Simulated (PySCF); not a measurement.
MF for M along the third period

r²SCAN with double-zeta basis sets in PySCF, for the lowest determinant that a PBE0 search found; no spin–orbit coupling. De refers to high-spin ground-configuration atoms. A positive dipole means M(−)F(+).

| M | basis | state (unpaired electrons) | Re (Å) | ωe (cm⁻¹) | De (eV) | μ (D) |
| --- | --- | --- | --- | --- | --- | --- |
| Na | def2-SVPD | singlet (closed shell) | 1.943 | 526 | 4.96 | -8.27 |
| Mg | x2c-SVPall | doublet (σ ↑) | 1.771 | 718 | 4.78 | -3.11 |
| Al | def2-SVPD | singlet (closed shell) | 1.697 | 769 | 6.87 | -1.50 |
| S | def2-SVP | doublet (π ↑) | 1.627 | 839 | 3.51 | -1.00 |
| Cl | x2c-SVPall | singlet (closed shell) | 1.662 | 761 | 2.46 | -1.10 |

**Question.** By what factor does the well depth vary along the series?

**Answer.** At r²SCAN it runs from 2.46 eV (ClF) to 6.87 eV (AlF), a factor of 2.79.

The rows differ in basis set, which adds steps of its own.

The state changes along the series, so neighbouring rows are not always alike in their bonding.

States were picked by a PBE0 search and need not be the measured ground states.
